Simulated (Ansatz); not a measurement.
Ansatz (a program for electronic structure) input:

Ansatz 0.2 input:
```yaml
crystal:
  periodic: [false, false, false]
  atoms:
    - {symbol: O, position_ang: [-1.05297413, -0.43952894, -0.11430900]}
    - {symbol: C, position_ang: [-0.11857439, 0.41430461, -0.04480592]}
    - {symbol: O, position_ang: [1.11882114, 0.20945632, 0.13919073]}
    - {symbol: H, position_ang: [-0.82585003, -1.38653763, -0.01792145]}
    - {symbol: H, position_ang: [-0.41632733, 1.45466772, -0.15731837]}
    - {symbol: H, position_ang: [1.42684761, -0.71337678, 0.24502150]}
basis:
  gaussian:
    orbitals: def2-TZVPD
hamiltonian:
  xc: {name: r2SCAN0}
total_charge: 1
output: {forces: true}
```

Predict the final energy.

-190.00928 Eh (r2SCAN0/def2-TZVPD). The basis has 144 functions.

It need not be the lowest isomer of its formula.
